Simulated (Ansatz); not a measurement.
# CH2F− (SMILES [CH2-]F): energies and forces away from the minimum

How good are functionals off equilibrium? 2 randomly displaced structures are computed with CCSD(T) and cheaper methods.

Computed with Ansatz 0.2.0, Gaussian basis. Level: single points with forces in def2-TZVPPD.

Levels: PBE-D4, r2SCAN-D4, PBE0-D4, wB97M-V, Hartree-Fock, MP2, CCSD, CCSD(T). Each coordinate is moved by a Gaussian draw of the width named (0.7 of it for atoms other than hydrogen): 0.09, 0.06 Å.

Correlated methods freeze the cores.

## Step 1: The system as given

The minimum, relaxed at PBE0-D4: SMILES `[CH2-]F`, 4 atoms, charge -1, spin multiplicity 1.

Atoms are counted from 1 here; the program's logs count them from 0.

Bond lengths: C1–F2 1.492 Å, C1–H3 1.116 Å, C1–H4 1.116 Å. Angles: F2–C1–H3 101.6°, F2–C1–H4 101.6°, H3–C1–H4 102.2°.

Coordinates:

```xyz
4

C     0.04558   -0.09438   -0.40921
F     0.94799    0.72027    0.45598
H    -0.93811    0.40366   -0.23781
H    -0.05546   -1.02955    0.19105
```

Energies of the minimum (eV), from earlier single points: PBE-D4 -3782.05939, r2SCAN-D4 -3784.14140, PBE0-D4 -3782.01045, B3LYP-D4 -3786.32570, wB97M-V -3784.74570, CCSD(T) -3779.60044.

## Step 2: Structure 1, width 0.09 Å

The input, ccsdt-tzvppd/in.yaml:

```yaml
crystal:
  periodic: [false, false, false]
  atoms:
    - {symbol: C, position_ang: [0.053227, -0.056975, -0.325134]}
    - {symbol: F, position_ang: [0.900874, 0.671012, 0.424189]}
    - {symbol: H, position_ang: [-0.844131, 0.437177, -0.242412]}
    - {symbol: H, position_ang: [0.015567, -1.148776, 0.207936]}
basis:
  gaussian: {orbitals: "def2-TZVPPD.json"}
total_charge: -1
correlation: {method: ccsd_t}
output: {forces: true}
```

The basis file named in the input lies beside it (Basis Set Exchange, JSON).

The command line of these runs was not kept.

What it wrote, cut to the lines that bear on the results:

```text
Functional definition: HF
  name "HF"
  cite "Fock, Z. Phys. 61, 126 (1930) doi:10.1007/BF01340294"
  parent pbe
[...]
667 factors; integrals over basis functions are off by at most 7.6e-4 eV
[...]
mean field -3766.13652002 eV, -138.4029643316 hartree, gradient 5.3e-6 eV, S^2 0.000000; 0 other end points of the search recorded, 0 dependent functions left out
2 core orbitals not correlated: weight in the atoms' cores, before any rotation towards them, 1.000 or more for the frozen orbitals, at most 0.000 for the correlated occupied ones
reference -3766.13652002 eV, -138.4029643316 hartree; 7, 7 occupied and 102, 102 virtual orbitals, 667 factors
second order -12.09378459 eV of doubles, -0.00000000 eV of singles
cycle   1  -12.12922648 eV  change   -3.5e-2 eV  update   7.4e-2
[...]
cycle  14  -12.45132857 eV  change   -2.8e-6 eV  update   2.3e-6
perturbative correction -0.42509954 eV, -0.0156221198 hartree
[...]
Total energy: -3779.01294813 eV, -138.8761643367 hartree
Atom 0 at     0.053227    -0.056975    -0.325134 Å, force     0.609311    -4.980282    -2.106299 eV/Å
Atom 1 at     0.900874     0.671012     0.424189 Å, force     2.881634     2.264636     2.399221 eV/Å
Atom 2 at    -0.844131     0.437177    -0.242412 Å, force    -3.002079     0.778515     0.458750 eV/Å
Atom 3 at     0.015567    -1.148776     0.207936 Å, force    -0.488867     1.937132    -0.751672 eV/Å
Dipole moment:     0.102437     0.314347     0.599659 e Å
```

Wall time 23 s (2 threads, shared host); peak memory 0.72 GiB.

The other levels were run on the same coordinates; their logs were not kept, and their results stand in the tables.

```tsv
method	RMS force component (eV/Å)	RMS error against CCSD(T) (eV/Å)	angle to CCSD(T) forces (°)
PBE-D4	2.306	0.131	3.3
r2SCAN-D4	2.249	0.078	1.6
PBE0-D4	2.182	0.182	3.6
wB97M-V	2.255	0.059	1.1
CCSD(T)	2.295	0	0
```

## Step 3: Structure 2, width 0.06 Å

The input, ccsdt-tzvppd/in.yaml:

```yaml
crystal:
  periodic: [false, false, false]
  atoms:
    - {symbol: C, position_ang: [0.025798, -0.121155, -0.472467]}
    - {symbol: F, position_ang: [0.969235, 0.753713, 0.528403]}
    - {symbol: H, position_ang: [-1.043690, 0.432669, -0.208152]}
    - {symbol: H, position_ang: [-0.085162, -1.055445, 0.215578]}
basis:
  gaussian: {orbitals: "def2-TZVPPD.json"}
total_charge: -1
correlation: {method: ccsd_t}
output: {forces: true}
```

What it wrote, cut to the lines that bear on the results:

```text
[... 4 set-up lines as earlier in the session ...]
[...]
669 factors; integrals over basis functions are off by at most 7.3e-4 eV
[...]
mean field -3766.24017583 eV, -138.4067736123 hartree, gradient 2.9e-6 eV, S^2 0.000000; 0 other end points of the search recorded, 0 dependent functions left out
2 core orbitals not correlated: weight in the atoms' cores, before any rotation towards them, 1.000 or more for the frozen orbitals, at most 0.000 for the correlated occupied ones
reference -3766.24017583 eV, -138.4067736123 hartree; 7, 7 occupied and 102, 102 virtual orbitals, 669 factors
second order -12.24751684 eV of doubles, -0.00000000 eV of singles
cycle   1  -12.19476677 eV  change    5.3e-2 eV  update   9.6e-2
[...]
cycle  13  -12.61595147 eV  change   -1.3e-6 eV  update   2.7e-6
perturbative correction -0.48654788 eV, -0.0178803049 hartree
[...]
Total energy: -3779.34267518 eV, -138.8882815825 hartree
Atom 0 at     0.025798    -0.121155    -0.472467 Å, force    -1.300304     0.724809     1.928552 eV/Å
Atom 1 at     0.969235     0.753713     0.528403 Å, force    -0.714134    -0.658950    -0.764148 eV/Å
Atom 2 at    -1.043690     0.432669    -0.208152 Å, force     1.908560    -0.988686    -0.473932 eV/Å
Atom 3 at    -0.085162    -1.055445     0.215578 Å, force     0.105878     0.922827    -0.690472 eV/Å
Dipole moment:     0.004362     0.089176     0.414484 e Å
```

Wall time 23 s (2 threads, shared host); peak memory 0.72 GiB.

```tsv
method	RMS force component (eV/Å)	RMS error against CCSD(T) (eV/Å)	angle to CCSD(T) forces (°)
PBE-D4	0.906	0.172	3.6
r2SCAN-D4	1.016	0.058	1.5
PBE0-D4	1.124	0.094	3.9
wB97M-V	1.136	0.074	1.3
CCSD(T)	1.066	0	0
```

## Step 4: All structures together

Energy above the minimum (eV):

```tsv
structure	width (Å)	PBE-D4	r2SCAN-D4	PBE0-D4	wB97M-V	Hartree-Fock	MP2	CCSD	CCSD(T)
1	0.09	0.599	0.582	0.534	0.575	0.499	0.575	0.565	0.587
2	0.06	0.184	0.236	0.298	0.286	0.395	0.318	0.297	0.258
```

What each level costs and misses (shared host):

```tsv
method	mean energy error from CCSD(T) (eV)	mean time a point
PBE-D4	0.043	1.1 s
r2SCAN-D4	0.013	1.6 s
PBE0-D4	0.047	1.1 s
wB97M-V	0.020	3 s
Hartree-Fock	0.113	part of the CCSD(T) run
MP2	0.036	part of the CCSD(T) run
CCSD	0.031	part of the CCSD(T) run
CCSD(T)	0	23 s
```

For cost: r2SCAN-D4 comes within 0.013 eV at 1.6 s a point, where CCSD(T) needs 23 s.

## Step 5: Outcome

```
                         quantity                                                                                                      value
energy above the minimum, CCSD(T)                                                                                            0.587, 0.258 eV
                mean energy error  PBE-D4 0.043, r2SCAN-D4 0.013, PBE0-D4 0.047, wB97M-V 0.020, Hartree-Fock 0.113, MP2 0.036, CCSD 0.031 eV
             mean RMS force error                                           PBE-D4 0.152, r2SCAN-D4 0.068, PBE0-D4 0.138, wB97M-V 0.066 eV/Å
            largest T1 diagnostic                                                                                                      0.017
```

In energy r2SCAN-D4 is nearest to CCSD(T) and Hartree-Fock farthest. For forces wB97M-V is best, off by 4 % of the typical force, and PBE-D4 worst (9 %).
